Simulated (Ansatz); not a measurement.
**SiH2F2 (SMILES F[SiH2]F): the energy to break a bond**

SiH2F2: 5 atoms, total charge 0, spin state singlet. As SMILES, `F[SiH2]F`. Geometry: optimised at wB97X-V/def2-SVP.

```xyz
5

F    -1.0957    0.5465    0.9959
Si   -0.0059   -0.0006   -0.0608
F     1.2670   -0.5287    0.7788
H    -0.5925   -1.1411   -0.7964
H     0.4271    1.1238   -0.9176
```

Wanted: the dissociation energy of the F3–Si2 bond into doublet F and doublet SiH2F (shapes relaxed at wB97X-V/def2-SVP, no zero-point term). 1 Eh = 2625.50 kJ/mol = 27.2114 eV. Totals in Eh; open shells run unrestricted unless said.

| level | program | SiH2F2 | doublet F | doublet SiH2F |
| --- | --- | --- | --- | --- |
| r2SCAN/def2-TZVPP | Ansatz | -490.498915 | -99.727635 | -390.521077 |
| B3LYP/def2-TZVPP | Ansatz | -490.632837 | -99.770147 | -390.613602 |
| MP2/def2-TZVPP, 7 core orbitals frozen | Ansatz | -489.836605 | -99.609588 | -389.961872 |

Question: Work out the dissociation energy at each level.

Answer: 
1. r2SCAN/def2-TZVPP: (-99.727635) + (-390.521077) − (-490.498915) = 0.250203 Eh = 656.9 kJ/mol = 6.81 eV.
2. B3LYP/def2-TZVPP: (-99.770147) + (-390.613602) − (-490.632837) = 0.249088 Eh = 654.0 kJ/mol = 6.78 eV.
3. MP2/def2-TZVPP: (-99.609588) + (-389.961872) − (-489.836605) = 0.265145 Eh = 696.1 kJ/mol = 7.21 eV.

The levels span 654 to 696 kJ/mol; no measured value is set beside them. A bond enthalpy at 298 K also holds the loss of zero-point energy and thermal terms.
